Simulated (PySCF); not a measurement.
Cl₂.
Bonds: Cl1–Cl2.

The same species was optimised twice, with GFN2-xTB and with PBE0-D3(BJ)/def2-SVP (PySCF), and the same property calculations (PySCF, gas phase) were run on both structures.

```json
{"coordinate": "Cl1–Cl2 (Å)", "GFN2-xTB": "2.017", "PBE0-D3(BJ)/def2-SVP": "2.025", "change": "+0.008"}
```

Rotational constants: B = 7108 MHz (linear) (GFN2-xTB) against B = 7047 MHz (linear) (PBE0-D3(BJ)/def2-SVP). Point groups within 0.08 Å: D∞h and D∞h.

On the GFN2-xTB structure: HOMO (eV) -8.87 [PBE0/pcSseg-1]; LUMO (eV) -3.46 [PBE0/pcSseg-1]; GIAO shielding of Cl1/Cl2 (mean) (ppm) 552.1 [PBE0/pcSseg-1].

Q: What do these properties become on the PBE0-D3(BJ)/def2-SVP structure?

A: 
| property | level | on GFN2-xTB | on PBE0-D3(BJ)/def2-SVP | change |
| --- | --- | --- | --- | --- |
| HOMO (eV) | PBE0/pcSseg-1 | -8.87 | -8.89 | -0.02 |
| LUMO (eV) | PBE0/pcSseg-1 | -3.46 | -3.54 | -0.08 |
| energy, GFN2-xTB geometry as zero (kcal/mol) | PBE0/pcSseg-1 | 0.0 | 0.0 | 0.0 |
| GIAO shielding of Cl1/Cl2 (mean) (ppm) | PBE0/pcSseg-1 | 552.1 | 531.3 | -20.8 |

The heavy atoms differ by 0.004 Å rms after alignment. Among all bonds Cl1–Cl2 changes most (+0.008 Å). Changes are differences of the printed values. Neither structure is proved a minimum here.
